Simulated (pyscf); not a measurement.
A first-order saddle from PySCF, ωB97X-D3(BJ)/def2-SVP:

```
C
H 1 1.0933
H 1 1.0934 2 114.75
H 1 1.0934 2 114.75 3 -136.05
F 1 1.6830 2 103.48 4 -111.98
H 5 1.2407 3 151.35 1 -179.94
```
Charge 0, spin multiplicity 2.

Surface: doublet, charge 0. Lowest wavenumbers (cm⁻¹): 1957i, 275, 275, 819, 820.

Problem. What reaction is this the transition state of?

Solution. H₃C–F + H• ⇌ CH₃• + HF, an atom transfer read from left to right: C–F broken and F–H formed. At CCSD(T)/def2-TZVPP + ΔMP2(QZVPP) it lies +30.7 kcal/mol from the left side and +57.7 kcal/mol from the right (each side as separated species at their lowest minima found). The same reactants have a lower exit, to •H₂C–F + H₂ (barrier +11.9 kcal/mol at ωB97M-D3(BJ), against +29.6 kcal/mol here). One saddle was located; it need not be the lowest between these sides. The angle at the transferred F is 180°. The CCSD(T) − MP2 part came from Ansatz, without density fitting, on the same reference.
